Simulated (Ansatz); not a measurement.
# Lanthanum, dhcp under r²SCAN: testing the cold (Marzari-Vanderbilt) smearing

How small must the cold (Marzari-Vanderbilt) smearing width be for energy and pressure to settle? The geometry was relaxed under r²SCAN beforehand and stays fixed; 7 values are run, from 0.01 to 1.0 eV. Wanted are the values from which on the energy stays within 10 and 1 meV/atom, and the pressure within 0.5 GPa, of the narrowest run. Within the series other settings stay, but some runs also write fields, which adds to their time. Spin polarisation is left out.

Method: DFT r²SCAN, plane waves with PAW, scalar-relativistic, in Ansatz 0.2.0.

**1. The starting structure**

Symmetry: P6_3/mmc, No. 194, hexagonal system. The conventional cell has a = 3.787 Å, b = 3.787 Å, c = 12.062 Å, α = 90.00°, β = 90.00°, γ = 120.00°. La (site symmetry -3m) has 12 La at 3.72 to 3.79 Å as nearest neighbours. La (site symmetry -6m2) is surrounded by 12 La at 3.72 to 3.79 Å.

As a file:

```
CELL_PARAMETERS angstrom
3.78717 0.00000 0.00000
-1.89358 3.27978 0.00000
0.00000 0.00000 12.06209
ATOMIC_POSITIONS crystal
La 0.00000 0.00000 0.00000
La 0.00000 0.00000 0.50000
La 0.33333 0.66667 0.75000
La 0.66667 0.33333 0.25000
```

**2. With a width of 0.01 eV**

The run at 0.01 eV.

The input, input.yaml:

```yaml
crystal:
  lattice:
    - [3.787165242, 0.0, 0.0]
    - [-1.893582621, 3.2797813079, 0.0]
    - [0.0, 0.0, 12.0620946415]
  atoms:
    - { symbol: La, position: [1.0, 0.0, 0.0] }
    - { symbol: La, position: [1.0, 0.0, 0.5] }
    - { symbol: La, position: [0.3333333333, 0.6666666667, 0.75] }
    - { symbol: La, position: [0.6666666667, 0.3333333333, 0.25] }
hamiltonian:
  xc: r2scan
  pseudopotentials:
    kind: paw
    azcp:
      La: "pseudopotentials/La.paw.azcp"
basis:
  ecutwfc: 500
  fft_grid_basis: typed
kpoints:
  mp_grid: { grid: [10, 10, 3], shift: [0, 0, 0] }
magnetization:
  spin_polarized: false
scf:
  occupations: { method: cold, width: 0.01 }
  lower_state_search: "off"
output:
  stress: true
```

Command:

```bash
ansatz run input.yaml --threads 2 --pin off --max-ram 5120MiB --backend cpu --events-out ev --progress --plain --runs-dir out
```

**3. With a width of 0.03 eV**

The run at 0.03 eV.

input.yaml, as its differences from that of step 2:

```diff
@@ -24,3 +24,3 @@
 scf:
-  occupations: { method: cold, width: 0.01 }
+  occupations: { method: cold, width: 0.03 }
   lower_state_search: "off"
```

**4. With a width of 0.1 eV**

The run at 0.1 eV.

input.yaml, as its differences from that of step 3:

```diff
@@ -24,3 +24,3 @@
 scf:
-  occupations: { method: cold, width: 0.03 }
+  occupations: { method: cold, width: 0.1 }
   lower_state_search: "off"
```

**5. With a width of 0.2 eV**

The run at 0.2 eV.

input.yaml, as its differences from that of step 4:

```diff
@@ -24,3 +24,3 @@
 scf:
-  occupations: { method: cold, width: 0.1 }
+  occupations: { method: cold, width: 0.2 }
   lower_state_search: "off"
```

**6. With a width of 0.3 eV**

The run at 0.3 eV.

input.yaml, as its differences from that of step 5:

```diff
@@ -24,3 +24,3 @@
 scf:
-  occupations: { method: cold, width: 0.2 }
+  occupations: { method: cold, width: 0.3 }
   lower_state_search: "off"
@@ -28 +28,5 @@
   stress: true
+  write_density: true
+  write_potential: true
+  elf: true
+  volumetric_format: npy
```

**7. With a width of 0.6 eV**

The run at 0.6 eV.

input.yaml, as its differences from that of step 6:

```diff
@@ -24,3 +24,3 @@
 scf:
-  occupations: { method: cold, width: 0.3 }
+  occupations: { method: cold, width: 0.6 }
   lower_state_search: "off"
@@ -28,5 +28 @@
   stress: true
-  write_density: true
-  write_potential: true
-  elf: true
-  volumetric_format: npy
```

**8. With a width of 1.0 eV**

The run at 1.0 eV.

input.yaml, as its differences from that of step 7:

```diff
@@ -24,3 +24,3 @@
 scf:
-  occupations: { method: cold, width: 0.6 }
+  occupations: { method: cold, width: 1.0 }
   lower_state_search: "off"
```

(Steps that only read results are left out.)

Before running it: what results should come out?

**Answer**, as computed:

| quantity | value |
| --- | --- |
| E(σ → 0) stays within 10 meV/atom of 0.01 eV | up to 0.6 eV |
| E(σ → 0) stays within 1 meV/atom | up to 0.3 eV |
| pressure stays within 0.5 GPa | up to 1.0 eV |
| pressure at 0.01 eV | 0.04 GPa |
| energy of a separate run on a finer mesh (13×13×4) | +1.4 meV/atom from 0.01 eV |

The far end, 1.0 eV, lies +24.0 meV/atom and +0.4 GPa from the yardstick. The free energy F moves by -1.7 meV/atom over the range, and the estimate for σ → 0 by +24.0. This scheme cancels the term in the square of the width, so F moves little up to 0.2 eV. The mesh (10×10×3) is fixed, so the narrowest widths carry a k-point error of their own. The yardstick itself is unsettled by 1.4 meV/atom against the finer mesh, so the thresholds above hold only within this series, and wider smearing, which averages over more states, can land nearer the fine-mesh value than the narrowest does.
